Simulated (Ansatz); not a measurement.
## CH2F2, SMILES FCF: an active-space calculation, step by step

Computed with Ansatz 0.2.0 through its Python package.

Notebook, run cell by cell (the value of a cell's last expression is shown):

```python
import ansatz as az
from ase import Atoms
```

```python
atoms = Atoms(['F', 'C', 'F', 'H', 'H'], positions=[
    (-1.0268, 0.1849, 0.7304),
    (-0.0115, -0.0118, -0.0803),
    (1.0292, -0.188, 0.7171),
    (-0.1083, -0.9054, -0.6651),
    (0.1673, 0.8467, -0.7435),
])
molecule = az.Crystal.molecule_from_ase(atoms)
```

```python
model = molecule.calculation()
model = model.basis(gaussian='6-31G*').correlation(active_electrons=6, active_orbitals=6)
for method in [None]:
    data = (model if method is None else model.correlation(method)).run(threads=1, backend='cpu').report
    space = data['configurations']
    state = space['states'][0]
    print(method or 'casscf', f'total {data["free_energy_ev"] / 27.211386246:.6f} Ha, active-space state {state["energy"]["hartree"]:.6f} Ha, mean field {data["reference_energy_ev"] / 27.211386246:.6f} Ha')
    print('  determinants', state['n_determinants'], ' natural occupations', [round(n, 3) for n in space['natural_occupations']])
print('effectively unpaired electrons, sum of min(n, 2 - n):', round(sum(min(n, 2 - n) for n in space['natural_occupations']), 3))
```

    casscf total -237.958560 Ha, active-space state -237.958560 Ha, mean field -237.893082 Ha
      determinants 400  natural occupations [1.983, 1.98, 1.979, 0.023, 0.018, 0.018]
    effectively unpaired electrons, sum of min(n, 2 - n): 0.117

What to keep in mind:
- Total energies depend on the basis set; only differences at equal settings carry meaning.
- The geometry is a force-field or estimated start, not a minimum of this method, and the basis set is short of its limit. The active space starts as a window about the frontier orbitals and is then optimised, not chosen by chemistry.
- The whole script took 1.2 s on 1 thread of Arm Neoverse V2, with other jobs on the host, peak memory 0.16 GiB.
